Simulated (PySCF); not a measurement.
# Name the molecule from its bond curve

A diatomic of charge 0 contains Li. Its triplet curve at ωB97X-V in a triple-zeta basis (spin-free X2C with a Gaussian nucleus, PySCF), in eV from the separated fragments:

(R (Å), E (eV)): (1.597, -1.302), (1.671, -1.531), (1.746, -1.661), (1.801, -1.709), (1.857, -1.723), (1.913, -1.712), (1.987, -1.666), (2.080, -1.573), (2.191, -1.427), (2.340, -1.205)

The fit gives ωe = 694 cm⁻¹ and the rotational constant Bₑ = 1.044 cm⁻¹.

Task: Which atom is the partner?

Result: The minimum lies at 1.858 Å, so the reduced mass is 16.8576 u Å² cm⁻¹/(Bₑ·Re²) = 4.677 u. With Li at 7.02 u the partner weighs about 14.0 u: N. The molecule is LiN.

The state is the lowest determinant that a PBE0 search found; another state may lie lower at other levels.
